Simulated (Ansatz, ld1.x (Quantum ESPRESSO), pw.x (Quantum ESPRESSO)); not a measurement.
What a changed setting does to a pw.x run (diamond Sb)

Potential: ultrasoft, ld1.x (Quantum ESPRESSO) 7.5, LDA (PW92); core [Kr] 4d10, reference 5s2 5p3; waves: 5s (bound): rcut 1.55, rcutus 1.90 bohr; 5s channel at 2.5 Ry: rcut 1.55, rcutus 1.90 bohr; 5p (bound): rcut 2.30, rcutus 2.75 bohr; 5p channel at 0.65 Ry: rcut 2.30, rcutus 2.75 bohr; 5d channel at 0.24 Ry: rcut 2.45, rcutus 2.80 bohr; 5d channel at 1.85 Ry: rcut 2.45, rcutus 2.80 bohr; local part: all-electron potential smoothed inside 1.65 bohr (lloc = -1); core correction: none; augmentation: PSQ, radius 1.75 bohr.

The reference run (k-mesh 8³, cutoffs 40/320 Ry, Fermi–Dirac 0.01 Ry, mixing_beta 0.4, conv_thr 1e-9, no spin) gives -0.34 GPa at 39.712 Å³/atom, where all-electron LAPW gives -0.04 GPa. This run, with its own iteration cap, changes nspin = 2 with starting_magnetization to -0.3.

```
&control
  calculation='scf', prefix='x', pseudo_dir='./', outdir='./tmp', tstress=.true., disk_io='none'
/
&system
  ibrav=0, nat=2, ntyp=1, ecutwfc=40, ecutrho=320, nbnd=12,
  occupations='smearing', smearing='fd', degauss=0.01, nspin=2, starting_magnetization(1)=-0.3
/
&electrons
  conv_thr=1e-09, mixing_beta=0.4, electron_maxstep=60
/
ATOMIC_SPECIES
Sb 1.0 Sb.UPF
CELL_PARAMETERS angstrom
  0.00000000 3.41172423 3.41172423
  3.41172423 0.00000000 3.41172423
  3.41172423 3.41172423 0.00000000
ATOMIC_POSITIONS crystal
Sb 0.0000 0.0000 0.0000
Sb 0.2500 0.2500 0.2500
K_POINTS automatic
8 8 8 0 0 0
```

```bash
pw.x < Sb.scf.in > Sb.scf.out
```

**Question.** How does the run end?

**Answer.** It converges in 8 iterations; the free energy moves by +0.0 meV/atom and the pressure by +0.00 GPa. The result is that of the reference run.

```
Message from routine setup:
     using ibrav=0 with symmetry is DISCOURAGED, use correct ibrav instead
     lattice parameter (alat)  =       9.1178  a.u.
     unit-cell volume          =     535.9797 (a.u.)^3
     number of electrons       =        10.00
     number of Kohn-Sham states=           12
     kinetic-energy cutoff     =      40.0000  Ry
     charge density cutoff     =     320.0000  Ry
     scf convergence threshold =      1.0E-09
     Exchange-correlation= PW
     atomic species   magnetization
     number of k points=    29  Fermi-Dirac smearing, width (Ry)=  0.0100
     iteration #  1     ecut=    40.00 Ry     beta= 0.40
     total energy              =     -22.44436775 Ry
     estimated scf accuracy    <       0.01589615 Ry
     total magnetization       =    -0.65 Bohr mag/cell
     absolute magnetization    =     0.65 Bohr mag/cell
     iteration #  2     ecut=    40.00 Ry     beta= 0.40
     total energy              =     -22.46287240 Ry
     estimated scf accuracy    <       0.00560035 Ry
     total magnetization       =    -0.48 Bohr mag/cell
     absolute magnetization    =     0.48 Bohr mag/cell
     iteration #  3     ecut=    40.00 Ry     beta= 0.40
     total energy              =     -22.46736460 Ry
     estimated scf accuracy    <       0.00026019 Ry
     total magnetization       =    -0.17 Bohr mag/cell
     absolute magnetization    =     0.17 Bohr mag/cell
     iteration #  4     ecut=    40.00 Ry     beta= 0.40
     c_bands:  1 eigenvalues not converged
     c_bands:  3 eigenvalues not converged
     c_bands:  3 eigenvalues not converged
     c_bands:  3 eigenvalues not converged
     c_bands:  2 eigenvalues not converged
     c_bands:  2 eigenvalues not converged
     [... 2 repeated lines left out ...]
     total energy              =     -22.46789513 Ry
     estimated scf accuracy    <       0.00001597 Ry
     total magnetization       =    -0.04 Bohr mag/cell
     absolute magnetization    =     0.04 Bohr mag/cell
     iteration #  5     ecut=    40.00 Ry     beta= 0.40
     [... 2 repeated lines left out ...]
     total energy              =     -22.46792072 Ry
     estimated scf accuracy    <       0.00000608 Ry
     total magnetization       =    -0.02 Bohr mag/cell
     absolute magnetization    =     0.02 Bohr mag/cell
     iteration #  6     ecut=    40.00 Ry     beta= 0.40
     total energy              =     -22.46793043 Ry
     estimated scf accuracy    <       0.00000011 Ry
     total magnetization       =     0.00 Bohr mag/cell
     absolute magnetization    =     0.00 Bohr mag/cell
     iteration #  7     ecut=    40.00 Ry     beta= 0.40
     total energy              =     -22.46793103 Ry
     estimated scf accuracy    <       0.00000006 Ry
     total magnetization       =    -0.00 Bohr mag/cell
     absolute magnetization    =     0.00 Bohr mag/cell
     iteration #  8     ecut=    40.00 Ry     beta= 0.40
     the Fermi energy is     3.8143 ev
!    total energy              =     -22.46793117 Ry
     estimated scf accuracy    <          3.6E-10 Ry
     smearing contrib. (-TS)   =      -0.00670450 Ry
     The total energy is F=E-TS. E is the sum of the following terms:
     one-electron contribution =       1.72338497 Ry
     hartree contribution      =       2.20292745 Ry
     xc contribution           =      -5.49948827 Ry
     ewald contribution        =     -20.88805083 Ry
     total magnetization       =    -0.00 Bohr mag/cell
     absolute magnetization    =     0.00 Bohr mag/cell
     convergence has been achieved in   8 iterations
          total   stress  (Ry/bohr**3)                   (kbar)     P=       -3.42
     Message from routine punch:
     Nothing written, as per user request (disk_io='none')
```

The run took about 30 s on one core of a shared host (Neoverse-V2, 32 threads, 247 GiB, load 33).
